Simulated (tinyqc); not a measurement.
Worked calculation (part 1 of 2): ROHF in the sto-6g basis, for BH2, spin multiplicity 2. Computed by tinyqc, a small Python program that keeps every step (integrals from PySCF). Settings: charge = 0, multiplicity = 2, basis = sto-6g, energy threshold = 1e-10, iteration cap = 81, orthogonalisation = symmetric, start = atomic densities, DIIS depth = 6, method = ROHF. Command: `OMP_NUM_THREADS=1 python tinyqc.py 25186 25187 out.jsonl` (the two numbers bound the seeds that draw the settings). One thread of a shared host (Intel(R) Xeon(R) Processor @ 2.60GHz), about 0.2 s of CPU time with the checks. Later iterations appear only in the table of the cycle.

## One-electron integrals

Geometry (angstrom):
```
atom         x          y         z
B     0.000000   0.000000  0.000000
H     0.000000   1.423000  0.849000
H     0.000000  -1.423000  0.849000
```

Basis sto-6g: exponents (1/bohr^2) and contraction coefficients of normalised primitives:
```
element  l (shell)    exponent  coefficient
B            s (1)  506.011147     0.009164
B            s (1)   92.776814     0.049362
B            s (1)   25.955658     0.168538
B            s (1)    8.916445     0.370563
B            s (1)    3.462507     0.416492
B            s (1)    1.426054     0.130334
B            s (2)   23.194575    -0.013253
B            s (2)    4.590810    -0.046992
B            s (2)    1.426819    -0.033785
B            s (2)    0.548948     0.250242
B            s (2)    0.238410     0.595117
B            s (2)    0.109280     0.240706
B            p (3)   23.194575     0.003760
B            p (3)    4.590810     0.037679
B            p (3)    1.426819     0.173897
B            p (3)    0.548948     0.418036
B            p (3)    0.238410     0.425859
B            p (3)    0.109280     0.101708
H            s (1)   35.523221     0.009164
H            s (1)    6.513144     0.049361
H            s (1)    1.822143     0.168538
H            s (1)    0.625955     0.370563
H            s (1)    0.243077     0.416492
H            s (1)    0.100112     0.130334
```

Overlap, kinetic and nuclear-attraction integrals over the contracted functions; the nuclear repulsion is the sum of Za Zb / Rab.

nuclear repulsion = 3.37947614 hartree

overlap S, order 1B 1s, 1B 2s, 1B 2px, 1B 2py, 1B 2pz, 2H 1s, 3H 1s:
```
[[1.000000, 0.264891, 0.000000, 0.000000, 0.000000, 0.023910, 0.023910],
 [0.264891, 1.000000, 0.000000, 0.000000, 0.000000, 0.268899, 0.268899],
 [0.000000, 0.000000, 1.000000, 0.000000, 0.000000, 0.000000, 0.000000],
 [0.000000, 0.000000, 0.000000, 1.000000, 0.000000, 0.271306, -0.271306],
 [0.000000, 0.000000, 0.000000, 0.000000, 1.000000, 0.161869, 0.161869],
 [0.023910, 0.268899, 0.000000, 0.271306, 0.161869, 1.000000, 0.028573],
 [0.023910, 0.268899, 0.000000, -0.271306, 0.161869, 0.028573, 1.000000]]
```

kinetic energy T (hartree), order 1B 1s, 1B 2s, 1B 2px, 1B 2py, 1B 2pz, 2H 1s, 3H 1s:
```
[[10.947243, -0.333880, 0.000000, 0.000000, 0.000000, -0.008026, -0.008026],
 [-0.333880, 0.374498, 0.000000, 0.000000, 0.000000, 0.010874, 0.010874],
 [0.000000, 0.000000, 1.125026, 0.000000, 0.000000, 0.000000, 0.000000],
 [0.000000, 0.000000, 0.000000, 1.125026, 0.000000, 0.058503, -0.058503],
 [0.000000, 0.000000, 0.000000, 0.000000, 1.125026, 0.034904, 0.034904],
 [-0.008026, 0.010874, 0.000000, 0.058503, 0.034904, 0.768522, -0.006930],
 [-0.008026, 0.010874, 0.000000, -0.058503, 0.034904, -0.006930, 0.768522]]
```

nuclear attraction V (hartree), order 1B 1s, 1B 2s, 1B 2px, 1B 2py, 1B 2pz, 2H 1s, 3H 1s:
```
[[-24.030429, -2.913377, 0.000000, 0.000000, -0.010325, -0.287510, -0.287510],
 [-2.913377, -4.385420, 0.000000, 0.000000, -0.097437, -0.922585, -0.922585],
 [0.000000, 0.000000, -4.345526, 0.000000, 0.000000, 0.000000, 0.000000],
 [0.000000, 0.000000, 0.000000, -4.433403, 0.000000, -0.874464, 0.874464],
 [-0.010325, -0.097437, 0.000000, 0.000000, -4.376807, -0.532203, -0.532203],
 [-0.287510, -0.922585, 0.000000, -0.874464, -0.532203, -3.018963, -0.089796],
 [-0.287510, -0.922585, 0.000000, 0.874464, -0.532203, -0.089796, -3.018963]]
```

core Hamiltonian H = T + V (hartree), order 1B 1s, 1B 2s, 1B 2px, 1B 2py, 1B 2pz, 2H 1s, 3H 1s:
```
[[-13.083185, -3.247257, 0.000000, 0.000000, -0.010325, -0.295536, -0.295536],
 [-3.247257, -4.010922, 0.000000, 0.000000, -0.097437, -0.911711, -0.911711],
 [0.000000, 0.000000, -3.220500, 0.000000, 0.000000, 0.000000, 0.000000],
 [0.000000, 0.000000, 0.000000, -3.308376, 0.000000, -0.815960, 0.815960],
 [-0.010325, -0.097437, 0.000000, 0.000000, -3.251781, -0.497299, -0.497299],
 [-0.295536, -0.911711, 0.000000, -0.815960, -0.497299, -2.250441, -0.096726],
 [-0.295536, -0.911711, 0.000000, 0.815960, -0.497299, -0.096726, -2.250441]]
```

## Two-electron integrals

Functions are numbered as in S; the eight-fold symmetry (ij|kl) = (ji|kl) = (kl|ij) leaves the list below.

Two-electron integrals (ij|kl) in chemists' order, unique and non-zero (hartree):
```
(11|11) 2.924993    (21|11) 0.480756    (21|21) 0.099484    (22|11) 0.743449
(22|21) 0.188967    (22|22) 0.544922    (31|31) 0.021096    (32|31) 0.030854
(32|32) 0.120443    (33|11) 0.743450    (33|21) 0.188967    (33|22) 0.544922
(33|33) 0.587109    (41|41) 0.021096    (42|41) 0.030854    (42|42) 0.120443
(43|43) 0.031641    (44|11) 0.743450    (44|21) 0.188967    (44|22) 0.544922
(44|33) 0.523827    (44|44) 0.587109    (51|51) 0.021096    (52|51) 0.030854
(52|52) 0.120443    (53|53) 0.031641    (54|54) 0.031641    (55|11) 0.743450
(55|21) 0.188967    (55|22) 0.544922    (55|33) 0.523827    (55|44) 0.523827
(55|55) 0.587109    (61|11) 0.044573    (61|21) 0.008956    (61|22) 0.016939
(61|33) 0.016849    (61|41) 0.000607    (61|42) 0.001176    (61|44) 0.017048
(61|51) 0.000362    (61|52) 0.000702    (61|54) 0.000119    (61|55) 0.016920
(61|61) 0.000837    (62|11) 0.136045    (62|21) 0.035354    (62|22) 0.115945
(62|33) 0.112437    (62|41) 0.003498    (62|42) 0.022515    (62|44) 0.120199
(62|51) 0.002087    (62|52) 0.013433    (62|54) 0.004631    (62|55) 0.115200
(62|61) 0.003404    (62|62) 0.038469    (63|31) 0.003233    (63|32) 0.015720
(63|43) 0.003939    (63|53) 0.002350    (63|63) 0.003573    (64|11) 0.121110
(64|21) 0.031843    (64|22) 0.109504    (64|33) 0.104020    (64|41) 0.005843
(64|42) 0.034604    (64|44) 0.118221    (64|51) 0.001557    (64|52) 0.011267
(64|54) 0.006123    (64|55) 0.106271    (64|61) 0.003187    (64|62) 0.042148
(64|64) 0.048838    (65|11) 0.072257    (65|21) 0.018998    (65|22) 0.065333
(65|33) 0.062061    (65|41) 0.001557    (65|42) 0.011267    (65|44) 0.065834
(65|51) 0.004162    (65|52) 0.022442    (65|54) 0.006190    (65|55) 0.068104
(65|61) 0.001901    (65|62) 0.025147    (65|64) 0.027007    (65|65) 0.019686
(66|11) 0.318613    (66|21) 0.084323    (66|22) 0.312368    (66|33) 0.296391
(66|41) 0.008444    (66|42) 0.074700    (66|44) 0.331738    (66|51) 0.005038
(66|52) 0.044568    (66|54) 0.021089    (66|55) 0.308973    (66|61) 0.008201
(66|62) 0.143875    (66|64) 0.169528    (66|65) 0.101145    (66|66) 0.774999
(71|11) 0.044573    (71|21) 0.008956    (71|22) 0.016939    (71|33) 0.016849
(71|41) -0.000607   (71|42) -0.001176   (71|44) 0.017048    (71|51) 0.000362
(71|52) 0.000702    (71|54) -0.000119   (71|55) 0.016920    (71|61) 0.000797
(71|62) 0.003082    (71|64) 0.002667    (71|65) 0.001732    (71|66) 0.007356
(71|71) 0.000837    (72|11) 0.136045    (72|21) 0.035354    (72|22) 0.115945
(72|33) 0.112437    (72|41) -0.003498   (72|42) -0.022515   (72|44) 0.120199
(72|51) 0.002087    (72|52) 0.013433    (72|54) -0.004631   (72|55) 0.115200
(72|61) 0.003082    (72|62) 0.022912    (72|64) 0.019397    (72|65) 0.014675
(72|66) 0.063276    (72|71) 0.003404    (72|72) 0.038469    (73|31) 0.003233
(73|32) 0.015720    (73|43) -0.003939   (73|53) 0.002350    (73|63) 0.001833
(73|73) 0.003573    (74|11) -0.121110   (74|21) -0.031843   (74|22) -0.109504
(74|33) -0.104020   (74|41) 0.005843    (74|42) 0.034604    (74|44) -0.118221
(74|51) -0.001557   (74|52) -0.011267   (74|54) 0.006123    (74|55) -0.106271
(74|61) -0.002667   (74|62) -0.019397   (74|64) -0.015229   (74|65) -0.012260
(74|66) -0.053146   (74|71) -0.003187   (74|72) -0.042148   (74|74) 0.048838
(75|11) 0.072257    (75|21) 0.018998    (75|22) 0.065333    (75|33) 0.062061
(75|41) -0.001557   (75|42) -0.011267   (75|44) 0.065834    (75|51) 0.004162
(75|52) 0.022442    (75|54) -0.006190   (75|55) 0.068104    (75|61) 0.001732
(75|62) 0.014675    (75|64) 0.012260    (75|65) 0.011046    (75|66) 0.041774
(75|71) 0.001901    (75|72) 0.025147    (75|74) -0.027007   (75|75) 0.019686
(76|11) 0.013044    (76|21) 0.003401    (76|22) 0.011480    (76|33) 0.011122
(76|44) 0.011498    (76|51) 0.000329    (76|52) 0.002215    (76|55) 0.011820
(76|61) 0.000315    (76|62) 0.003172    (76|64) 0.003093    (76|65) 0.002249
(76|66) 0.010786    (76|71) 0.000315    (76|72) 0.003172    (76|74) -0.003093
(76|75) 0.002249    (76|76) 0.000353    (77|11) 0.318613    (77|21) 0.084323
(77|22) 0.312368    (77|33) 0.296391    (77|41) -0.008444   (77|42) -0.074700
(77|44) 0.331738    (77|51) 0.005038    (77|52) 0.044568    (77|54) -0.021089
(77|55) 0.308973    (77|61) 0.007356    (77|62) 0.063276    (77|64) 0.053146
(77|65) 0.041774    (77|66) 0.185909    (77|71) 0.008201    (77|72) 0.143875
(77|74) -0.169528   (77|75) 0.101145    (77|76) 0.010786    (77|77) 0.774999
```

## Orthogonalisation

S = U s U^T; symmetric (Loewdin) form X = U s^(-1/2) U^T, so that X^T S X = 1.

eigenvalues of S: [0.521962, 0.601762, 0.867900, 1.000000, 1.110164, 1.369664, 1.528548]

X, order 1B 1s, 1B 2s, 1B 2px, 1B 2py, 1B 2pz, 2H 1s, 3H 1s:
```
[[1.029172, -0.147794, 0.000000, 0.000000, -0.005326, 0.018183, 0.018183],
 [-0.147794, 1.094068, 0.000000, 0.000000, 0.038592, -0.154988, -0.154988],
 [0.000000, 0.000000, 1.000000, 0.000000, 0.000000, 0.000000, 0.000000],
 [0.000000, 0.000000, 0.000000, 1.063696, 0.000000, -0.153562, 0.153562],
 [-0.005326, 0.038592, 0.000000, 0.000000, 1.022459, -0.090675, -0.090675],
 [0.018183, -0.154988, 0.000000, -0.153562, -0.090675, 1.074822, -0.005046],
 [0.018183, -0.154988, 0.000000, 0.153562, -0.090675, -0.005046, 1.074822]]
```

## Starting guess

The start is atomic minimal-basis densities projected into this basis (PySCF's MINAO start) and scaled to the electron count of each spin; this density is not idempotent, so its energy is not variational and may lie below the converged one.

D(alpha) at the start, order 1B 1s, 1B 2s, 1B 2px, 1B 2py, 1B 2pz, 2H 1s, 3H 1s:
```
[[1.239393, -0.310984, 0.000000, 0.000000, 0.005936, -0.018003, -0.018003],
 [-0.310984, 1.180442, 0.000000, 0.000000, -0.019939, 0.071925, 0.071925],
 [0.000000, 0.000000, 0.182988, 0.000000, 0.000000, 0.000000, 0.000000],
 [0.000000, 0.000000, 0.000000, 0.163710, 0.000000, 0.028034, -0.028034],
 [0.005936, -0.019939, 0.000000, 0.000000, 0.176146, 0.015453, 0.015453],
 [-0.018003, 0.071925, 0.000000, 0.028034, 0.015453, 0.552783, 0.007670],
 [-0.018003, 0.071925, 0.000000, -0.028034, 0.015453, 0.007670, 0.552783]]
```

D(beta) at the start, order 1B 1s, 1B 2s, 1B 2px, 1B 2py, 1B 2pz, 2H 1s, 3H 1s:
```
[[0.929545, -0.233238, 0.000000, 0.000000, 0.004452, -0.013502, -0.013502],
 [-0.233238, 0.885332, 0.000000, 0.000000, -0.014954, 0.053944, 0.053944],
 [0.000000, 0.000000, 0.137241, 0.000000, 0.000000, 0.000000, 0.000000],
 [0.000000, 0.000000, 0.000000, 0.122783, 0.000000, 0.021026, -0.021026],
 [0.004452, -0.014954, 0.000000, 0.000000, 0.132110, 0.011590, 0.011590],
 [-0.013502, 0.053944, 0.000000, 0.021026, 0.011590, 0.414588, 0.005752],
 [-0.013502, 0.053944, 0.000000, -0.021026, 0.011590, 0.005752, 0.414588]]
```

## Iteration 1: building the Fock matrix

J_ij = sum D_kl (ij|kl) with D = D(alpha) + D(beta), K_ij = sum D_kl (ik|jl) for each spin; F = H + J - K(s); E = tr D H + tr D J / 2 - 0.5 sum_s tr D(s) K(s) + E_nn.

Coulomb J (hartree), order 1B 1s, 1B 2s, 1B 2px, 1B 2py, 1B 2pz, 2H 1s, 3H 1s:
```
[[8.748136, 1.685920, 0.000000, 0.000000, 0.009802, 0.154735, 0.154735],
 [1.685920, 3.720550, 0.000000, 0.000000, 0.089837, 0.824881, 0.824881],
 [0.000000, 0.000000, 3.687408, 0.000000, 0.000000, 0.000000, 0.000000],
 [0.000000, 0.000000, 0.000000, 3.760747, 0.000000, 0.792442, -0.792442],
 [0.009802, 0.089837, 0.000000, 0.000000, 3.713489, 0.482882, 0.482882],
 [0.154735, 0.824881, 0.000000, 0.792442, 0.482882, 2.537333, 0.081943],
 [0.154735, 0.824881, 0.000000, -0.792442, 0.482882, 0.081943, 2.537333]]
```

exchange K(alpha) (hartree), order 1B 1s, 1B 2s, 1B 2px, 1B 2py, 1B 2pz, 2H 1s, 3H 1s:
```
[[3.455062, 0.579363, 0.000000, 0.000000, 0.003248, 0.060109, 0.060109],
 [0.579363, 0.789039, 0.000000, 0.000000, 0.031782, 0.254622, 0.254622],
 [0.000000, 0.000000, 0.276174, 0.000000, 0.000000, 0.000000, 0.000000],
 [0.000000, 0.000000, 0.000000, 0.333542, 0.000000, 0.156529, -0.156529],
 [0.003248, 0.031782, 0.000000, 0.000000, 0.296513, 0.096245, 0.096245],
 [0.060109, 0.254622, 0.000000, 0.156529, 0.096245, 0.517606, 0.046531],
 [0.060109, 0.254622, 0.000000, -0.156529, 0.096245, 0.046531, 0.517606]]
```

exchange K(beta) (hartree), order 1B 1s, 1B 2s, 1B 2px, 1B 2py, 1B 2pz, 2H 1s, 3H 1s:
```
[[2.591296, 0.434523, 0.000000, 0.000000, 0.002436, 0.045082, 0.045082],
 [0.434523, 0.591779, 0.000000, 0.000000, 0.023836, 0.190967, 0.190967],
 [0.000000, 0.000000, 0.207130, 0.000000, 0.000000, 0.000000, 0.000000],
 [0.000000, 0.000000, 0.000000, 0.250156, 0.000000, 0.117397, -0.117397],
 [0.002436, 0.023836, 0.000000, 0.000000, 0.222384, 0.072183, 0.072183],
 [0.045082, 0.190967, 0.000000, 0.117397, 0.072183, 0.388205, 0.034898],
 [0.045082, 0.190967, 0.000000, -0.117397, 0.072183, 0.034898, 0.388205]]
```

F(alpha) (hartree), order 1B 1s, 1B 2s, 1B 2px, 1B 2py, 1B 2pz, 2H 1s, 3H 1s:
```
[[-7.790110, -2.140701, 0.000000, 0.000000, -0.003771, -0.200911, -0.200911],
 [-2.140701, -1.079411, 0.000000, 0.000000, -0.039382, -0.341452, -0.341452],
 [0.000000, 0.000000, 0.190734, 0.000000, 0.000000, 0.000000, 0.000000],
 [0.000000, 0.000000, 0.000000, 0.118829, 0.000000, -0.180047, 0.180047],
 [-0.003771, -0.039382, 0.000000, 0.000000, 0.165196, -0.110661, -0.110661],
 [-0.200911, -0.341452, 0.000000, -0.180047, -0.110661, -0.230714, -0.061314],
 [-0.200911, -0.341452, 0.000000, 0.180047, -0.110661, -0.061314, -0.230714]]
```

F(beta) (hartree), order 1B 1s, 1B 2s, 1B 2px, 1B 2py, 1B 2pz, 2H 1s, 3H 1s:
```
[[-6.926345, -1.995860, 0.000000, 0.000000, -0.002959, -0.185883, -0.185883],
 [-1.995860, -0.882151, 0.000000, 0.000000, -0.031437, -0.277797, -0.277797],
 [0.000000, 0.000000, 0.259777, 0.000000, 0.000000, 0.000000, 0.000000],
 [0.000000, 0.000000, 0.000000, 0.202214, 0.000000, -0.140915, 0.140915],
 [-0.002959, -0.031437, 0.000000, 0.000000, 0.239324, -0.086600, -0.086600],
 [-0.185883, -0.277797, 0.000000, -0.140915, -0.086600, -0.101313, -0.049681],
 [-0.185883, -0.277797, 0.000000, 0.140915, -0.086600, -0.049681, -0.101313]]
```

total energy of this density = -25.28066210 hartree

This density is the starting one; it is not idempotent, so its energy is not variational and may lie below the converged one.

## Iteration 1: Roothaan effective Fock matrix

With projectors Pc = D(beta) S, Po = (D(alpha) - D(beta)) S, Pv = 1 - D(alpha) S, the block xy is Px^T F Py; with Fc = (F(alpha) + F(beta))/2, the blocks are Fc for cc, oo, vv and cv, F(beta) for co and F(alpha) for ov.

effective F (hartree), order 1B 1s, 1B 2s, 1B 2px, 1B 2py, 1B 2pz, 2H 1s, 3H 1s:
```
[[-7.101820, -2.019985, 0.000000, 0.000000, -0.001803, -0.193741, -0.193741],
 [-2.019985, -0.898070, 0.000000, 0.000000, -0.028278, -0.270759, -0.270759],
 [0.000000, 0.000000, 0.223108, 0.000000, 0.000000, 0.000000, 0.000000],
 [0.000000, 0.000000, 0.000000, 0.159862, 0.000000, -0.159852, 0.159852],
 [-0.001803, -0.028278, 0.000000, 0.000000, 0.200929, -0.095574, -0.095574],
 [-0.193741, -0.270759, 0.000000, -0.159852, -0.095574, -0.146471, -0.036853],
 [-0.193741, -0.270759, 0.000000, 0.159852, -0.095574, -0.036853, -0.146471]]
```

## Iteration 1: diagonalisation and new density

Diagonalise F' = X^T F X, C = X C', fill 4 alpha and 3 beta electrons from the bottom; D(s) = C_occ C_occ^T. Each column has its largest component positive (the first on a tie).

F' = X^T F X (hartree):
```
[[-6.939020, -1.052528, 0.000000, 0.000000, -0.010965, 0.002223, 0.002223],
 [-1.052528, -0.419544, 0.000000, 0.000000, 0.033563, -0.187259, -0.187259],
 [0.000000, 0.000000, 0.223108, 0.000000, 0.000000, 0.000000, 0.000000],
 [0.000000, 0.000000, 0.000000, 0.280149, 0.000000, -0.199088, 0.199088],
 [-0.010965, 0.033563, 0.000000, 0.000000, 0.242980, -0.116482, -0.116482],
 [0.002223, -0.187259, 0.000000, -0.199088, -0.116482, -0.022912, -0.008654],
 [0.002223, -0.187259, 0.000000, 0.199088, -0.116482, -0.008654, -0.022912]]
```

orbital energies (hartree): [-7.104942, -0.433346, -0.184766, 0.030897, 0.223108, 0.360241, 0.450657]

coefficients C, order 1B 1s, 1B 2s, 1B 2px, 1B 2py, 1B 2pz, 2H 1s, 3H 1s:
```
[[0.993720, -0.238608, 0.000000, -0.166618, 0.000000, -0.097735, 0.000000],
 [0.023231, 0.778091, 0.000000, 0.683806, 0.000000, 0.441365, 0.000000],
 [0.000000, 0.000000, 0.000000, 0.000000, 1.000000, 0.000000, 0.000000],
 [0.000000, 0.000000, 0.365248, 0.000000, 0.000000, 0.000000, 1.022353],
 [0.000959, 0.057762, 0.000000, -0.488901, 0.000000, 0.906103, 0.000000],
 [-0.002161, 0.296185, 0.573600, -0.507904, 0.000000, -0.509006, -0.526899],
 [-0.002161, 0.296185, -0.573600, -0.507904, 0.000000, -0.509006, 0.526899]]
```

D(alpha) after iteration 1, order 1B 1s, 1B 2s, 1B 2px, 1B 2py, 1B 2pz, 2H 1s, 3H 1s:
```
[[1.072175, -0.276507, 0.000000, 0.000000, 0.068630, 0.011807, 0.011807],
 [-0.276507, 1.073556, 0.000000, 0.000000, -0.289348, -0.116899, -0.116899],
 [0.000000, 0.000000, 0.000000, 0.000000, 0.000000, 0.000000, 0.000000],
 [0.000000, 0.000000, 0.000000, 0.133406, 0.000000, 0.209506, -0.209506],
 [0.068630, -0.289348, 0.000000, 0.000000, 0.242362, 0.265421, 0.265421],
 [0.011807, -0.116899, 0.000000, 0.209506, 0.265421, 0.674714, 0.016679],
 [0.011807, -0.116899, 0.000000, -0.209506, 0.265421, 0.016679, 0.674714]]
```

D(beta) after iteration 1, order 1B 1s, 1B 2s, 1B 2px, 1B 2py, 1B 2pz, 2H 1s, 3H 1s:
```
[[1.044414, -0.162573, 0.000000, 0.000000, -0.012829, -0.072819, -0.072819],
 [-0.162573, 0.605966, 0.000000, 0.000000, 0.044966, 0.230409, 0.230409],
 [0.000000, 0.000000, 0.000000, 0.000000, 0.000000, 0.000000, 0.000000],
 [0.000000, 0.000000, 0.000000, 0.133406, 0.000000, 0.209506, -0.209506],
 [-0.012829, 0.044966, 0.000000, 0.000000, 0.003337, 0.017106, 0.017106],
 [-0.072819, 0.230409, 0.000000, 0.209506, 0.017106, 0.416748, -0.241287],
 [-0.072819, 0.230409, 0.000000, -0.209506, 0.017106, -0.241287, 0.416748]]
```
